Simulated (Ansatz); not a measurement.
in.yaml

```yaml
crystal:
  periodic: [false, false, false]
  atoms:
    - {symbol: C, position_ang: [0.000000, 0.000000, 1.427300]}
    - {symbol: B, position_ang: [0.000000, 0.000000, -0.109700]}
    - {symbol: O, position_ang: [0.000000, 0.000000, -1.317600]}
basis:
  gaussian: {orbitals: cc-pVTZ}
magnetization: {spin_polarized: false, initial_magnetization: 3}
correlation: {method: ccsdt_q, electrons: outside_noble_gas}
```

```sh
$ ansatz run in.yaml --threads 2 --pin off --events-out ev --progress --plain --max-ram 16896MiB --backend cuda --devices 0, --max-vram 18GiB
```

Log:

```
1088 factors; integrals over basis functions are off by at most 2.1e-7 eV
mean field evaluation 1: about -3732.0619 eV, gradient 4.2e1 eV
mean field evaluation 2: about -3732.0661 eV, gradient 4.2e1 eV
mean field evaluation 4: about -3736.2109 eV, gradient 1.8e1 eV
mean field evaluation 8: about -3737.8950 eV, gradient 6.6e-1 eV
mean field evaluation 16: about -3737.8989 eV, gradient 2.0e-6 eV
mean field evaluation 32: about -3734.2909 eV, gradient 1.4e-5 eV
mean field evaluation 64: about -3734.2909 eV, gradient 3.9e-3 eV
mean field evaluation 96: about -3732.7078 eV, gradient 9.1e-4 eV
mean field evaluation 128: about -3731.4687 eV, gradient 6.3e-3 eV
mean field evaluation 160: about -3730.5780 eV, gradient 7.8e-3 eV
mean field -3737.89893265 eV, -137.3652521361 hartree, gradient 2.2e-6 eV, S^2 3.750000; 2 other end points of the search recorded, 0 dependent functions left out
...
3 core orbitals not correlated: weight in the atoms' cores, before any rotation towards them, 1.000 or more for the frozen orbitals, at most 0.000 for the correlated occupied ones
reference -3737.89893265 eV, -137.3652521361 hartree; 8, 5 occupied and 79, 82 virtual orbitals, 1088 factors
second order -10.46948543 eV of doubles, -0.03498479 eV of singles
...
cycle  11  -11.34965795 eV  change    1.1e-3 eV  update   2.9e-4
cycle  12  -11.34951072 eV  change    1.5e-4 eV  update   1.3e-4
cycle  13  -11.34955902 eV  change   -4.8e-5 eV  update   7.3e-5
cycle  14  -11.34957834 eV  change   -1.9e-5 eV  update   3.8e-5
cycle  15  -11.34955880 eV  change    2.0e-5 eV  update   2.2e-5
cycle  16  -11.34954799 eV  change    1.1e-5 eV  update   1.5e-5
cycle  17  -11.34955380 eV  change   -5.8e-6 eV  update   7.6e-6
cycle  18  -11.34955249 eV  change    1.3e-6 eV  update   3.8e-6
cycle  19  -11.34955052 eV  change    2.0e-6 eV  update   2.0e-6
cycle  20  -11.34955141 eV  change   -8.9e-7 eV  update   8.3e-7
perturbative correction -0.02519150 eV, -0.0009257705 hartree
Total energy: -3749.27367556 eV, -137.7832662279 hartree
```

For the same geometry and basis UCCSDT(Q) lies 9.9 meV lower.

Ran on 2 threads of AMD EPYC 7R13 with a shared H100 80 GB, shared host: 60 s wall, 1.3 GiB peak host memory.
